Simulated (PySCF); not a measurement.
# SiN: input and log

State: ²Σ⁺ (doublet), unpaired electrons σ ↑.

An equivalent input (the run itself took its basis sets from the Basis Set Exchange, started from a PBE0 density and held the occupation σ 7α 6β, πx 2α 2β, πy 2α 2β):

```python
from pyscf import gto, dft
mol = gto.M(atom='Si 0 0 0; N 0 0 1.572', basis={'Si': 'cc-pV(D+d)Z', 'N': 'cc-pVDZ'},
            charge=0, spin=1, verbose=4, symmetry='C2v')
mf = dft.UKS(mol, xc='M06')
mf.grids.atom_grid = (80, 434)
mf.grids.prune = dft.gen_grid.treutler_prune
mf.irrep_nelec = {'A1': (7, 6), 'B1': (2, 2), 'B2': (2, 2)}
mf.conv_tol = 1e-9
mf.max_cycle = 60
mf.diis_space = 10
mf.kernel()
```

The log (some set-up lines and the per-cycle HOMO/LUMO lines removed):

```
******** <class 'pyscf.dft.uks_symm.SymAdaptedUKS'> ********
method = SymAdaptedUKS
damping factor = 0
level_shift factor = 0
DIIS = <class 'pyscf.scf.diis.CDIIS'>
diis_start_cycle = 1
diis_space = 10
diis_damp = 0
SCF conv_tol = 1e-09
SCF conv_tol_grad = None
SCF max_cycles = 60
number electrons alpha = 11  beta = 10
Set gradient conv threshold to 3.16228e-05
init E= -344.073764671316
cycle= 1 E= -344.074336389976  delta_E= -0.000572  |g|= 0.0371  |ddm|= 0.174
cycle= 2 E= -344.068246711127  delta_E= 0.00609  |g|= 0.112  |ddm|= 0.185
cycle= 3 E= -344.075134648913  delta_E= -0.00689  |g|= 0.00405  |ddm|= 0.144
cycle= 4 E= -344.075173284486  delta_E= -3.86e-05  |g|= 0.0029  |ddm|= 0.0192
cycle= 5 E= -344.075200868431  delta_E= -2.76e-05  |g|= 0.0013  |ddm|= 0.022
cycle= 6 E= -344.075206297388  delta_E= -5.43e-06  |g|= 0.000308  |ddm|= 0.0116
cycle= 7 E= -344.075206672651  delta_E= -3.75e-07  |g|= 0.000125  |ddm|= 0.00278
cycle= 8 E= -344.075206740856  delta_E= -6.82e-08  |g|= 4.09e-05  |ddm|= 0.00111
cycle= 9 E= -344.075206748256  delta_E= -7.4e-09  |g|= 7.44e-06  |ddm|= 0.000451
cycle= 10 E= -344.075206748372  delta_E= -1.16e-10  |g|= 1.45e-06  |ddm|= 5.88e-05
Extra cycle  E= -344.075206748369  delta_E= 2.39e-12  |g|= 3.34e-06  |ddm|= 6.82e-06
converged SCF energy = -344.075206748369  <S^2> = 0.80703696  2S+1 = 2.0562461
```

Repeating this along the bond gives Re = 1.569 Å and ωe = 1172 cm⁻¹.

A point of this curve took 0.68 CPU seconds beside 0.049 for the integrals (shared host).

The state was picked by a PBE0 search and need not be the measured ground state.
